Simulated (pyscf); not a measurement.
One four-centre exchange on the singlet surface with elements of a group swapped. ωB97M-D3(BJ)/def2-TZVP, kcal/mol, from the separated reactants. Optimised with ωB97X-D3(BJ)/def2-SVP in PySCF.

```json
[
 {"step": "`[SiH3][O][SiH3]` + `[FH]` -> `[F][SiH3]` + `[OH][SiH3]`", "barrier": "17.8", "reaction energy": "-6.5", "imaginary mode (i cm⁻¹)": "626"},
 {"step": "`[GeH3][O][SnH3]` + `[FH]` → `[F][GeH3]` + `[OH][SnH3]`", "barrier": "___", "reaction energy": "___", "imaginary mode (i cm⁻¹)": "389"},
 {"step": "`[SiH3][O][GeH3]` + `[ClH]` → `[OH][SiH3]` + `[Cl][GeH3]`", "barrier": "12.3", "reaction energy": "-8.6", "imaginary mode (i cm⁻¹)": "149"}
]
```

### Question
Some entries are withheld; supply them.

### Answer

- `[GeH3][O][SnH3]` + `[FH]` → `[F][GeH3]` + `[OH][SnH3]`, barrier: 7.4
- `[GeH3][O][SnH3]` + `[FH]` → `[F][GeH3]` + `[OH][SnH3]`, reaction energy: -7.1

Row 1: On the reactant side the descent ends in a complex, 5.9 kcal/mol under the separated species and 24.3 kcal/mol under the saddle at ωB97X-D3(BJ)/def2-TZVP. On the product side the descent ends in a complex (not fully relaxed), 4.1 kcal/mol under the separated species and 27.5 kcal/mol under the saddle at ωB97X-D3(BJ)/def2-TZVP. Row 2: On the reactant side the descent ends in a bound adduct (not fully relaxed), 11.4 kcal/mol under the separated species and 19.0 kcal/mol under the saddle at ωB97X-D3(BJ)/def2-TZVP. On the product side the descent ends in a complex (not fully relaxed), 6.0 kcal/mol under the separated species and 18.5 kcal/mol under the saddle at ωB97X-D3(BJ)/def2-TZVP. Row 3: On the reactant side the descent ends in a complex (not fully relaxed), 5.7 kcal/mol under the separated species and 17.0 kcal/mol under the saddle at ωB97X-D3(BJ)/def2-TZVP. On the product side the descent ends in a complex (not fully relaxed), 4.2 kcal/mol under the separated species and 24.2 kcal/mol under the saddle at ωB97X-D3(BJ)/def2-TZVP. Each row is the saddle that its search found. Elements up to Kr have no core potential and no relativistic terms here. Elements past Kr carry the def2 core potentials, without spin-orbit coupling.
